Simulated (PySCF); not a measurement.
Working out the electron affinity of C

C⁻ [He] 2s2 2p3 (4S) → C [He] 2s2 2p2 (3P). Calculation: PySCF 2.14, in aug-cc-pVTZ-DK (5s4p3d2f, 46 functions); the spin-free X2C one-electron Hamiltonian (Gaussian nucleus). Frozen: 1s2. Energies in hartree (1 hartree = 27.21139 eV):

| part | C⁻ (lower) | C (upper) |
| --- | --- | --- |
| UHF | -37.723268 | -37.706756 |
| MP2 opposite-spin | -0.065608 | -0.054935 |
| MP2 same-spin | -0.032029 | -0.012830 |

Problem. What does Hartree-Fock give?

Solution. (-37.706756) − (-37.723268) = 0.016512 hartree = 0.449 eV.

Problem. What do MP2 and SCS-MP2 (6/5 opposite-spin, 1/3 same-spin) give?

Solution. The opposite-spin parts differ by 0.290 eV and the same-spin parts by 0.522 eV. MP2: 0.449 + (0.290) + (0.522) = 1.261 eV. SCS-MP2: 0.449 + 1.2 × (0.290) + (0.522)/3 = 0.971 eV.

A first-order spin-orbit estimate adds -0.004 eV to MP2 (valence), giving 1.257 eV against 1.262 eV (measured; photodetachment measurements, as compiled on the Wikipedia data page of electron affinities).

What remains against the reference includes basis incompleteness, the frozen core and correlation beyond second order.
